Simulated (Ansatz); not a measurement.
Reaction (SMILES): N=C=O + 4 [H][H] (H2) → C (CH4) + N (NH3) + O (H2O)
B3LYP-D3(BJ)/def2-TZVP geometries, fixed; electronic energies without zero-point terms.

Energies in hartree at CCSD(T) with Ansatz (a program for electronic structure); the energy of full hydrogenation is their sum with the coefficients shown, times 627.509 kcal/mol a hartree. All functions are spherical. Cores are frozen. No added dispersion term, no relativity.

| species | coefficient | part | cc-pVDZ | cc-pVTZ | cc-pVQZ |
|---|---|---|---|---|---|
| N=C=O | -1 | Hartree-Fock | -167.77862 | -167.82934 | -167.84220 |
| N=C=O | -1 | correlation | -0.48812 | -0.60310 | -0.64174 |
| [H][H] (H2) | -4 | Hartree-Fock | -1.12874 | -1.13293 | -1.13342 |
| [H][H] (H2) | -4 | correlation | -0.03475 | -0.03941 | -0.04037 |
| C (CH4) | +1 | Hartree-Fock | -40.19870 | -40.21333 | -40.21615 |
| C (CH4) | +1 | correlation | -0.18838 | -0.22477 | -0.23474 |
| N (NH3) | +1 | Hartree-Fock | -56.19547 | -56.21775 | -56.22299 |
| N (NH3) | +1 | correlation | -0.20635 | -0.25529 | -0.26998 |
| O (H2O) | +1 | Hartree-Fock | -76.02645 | -76.05675 | -76.06441 |
| O (H2O) | +1 | correlation | -0.21457 | -0.27536 | -0.29531 |

Task: Predict the energy of full hydrogenation in cc-pV5Z (X = 5): let each Hartree-Fock step shrink by the ratio of the last two, and fit each correlation energy at X = 3 and 4 to E + A/X^3. Compare with the run.

Result: 
- N=C=O: steps -0.05072 and -0.01286, ratio 0.254, so Hartree-Fock -167.84547 (run: -167.84515); A = (-0.60310 - (-0.64174))/(1/27 - 1/64) = 1.8046, correlation -0.64174 - A/64 + A/125 = -0.65550 (run: -0.65514).
- [H][H] (H2): steps -0.00419 and -0.00049, ratio 0.117, so Hartree-Fock -1.13348 (run: -1.13357); A = (-0.03941 - (-0.04037))/(1/27 - 1/64) = 0.0448, correlation -0.04037 - A/64 + A/125 = -0.04071 (run: -0.04065).
- C (CH4): steps -0.01463 and -0.00282, ratio 0.193, so Hartree-Fock -40.21669 (run: -40.21689); A = (-0.22477 - (-0.23474))/(1/27 - 1/64) = 0.4656, correlation -0.23474 - A/64 + A/125 = -0.23829 (run: -0.23765).
- N (NH3): steps -0.02228 and -0.00524, ratio 0.235, so Hartree-Fock -56.22422 (run: -56.22463); A = (-0.25529 - (-0.26998))/(1/27 - 1/64) = 0.6861, correlation -0.26998 - A/64 + A/125 = -0.27521 (run: -0.27477).
- O (H2O): steps -0.03030 and -0.00766, ratio 0.253, so Hartree-Fock -76.06635 (run: -76.06667); A = (-0.27536 - (-0.29531))/(1/27 - 1/64) = 0.9317, correlation -0.29531 - A/64 + A/125 = -0.30241 (run: -0.30231).
Predicted -78.71 kcal/mol; the run in cc-pV5Z gives -78.91, a miss of 0.19. Keeping the value in cc-pVQZ, -78.11, would miss by 0.80. All sums are of the energies as printed.
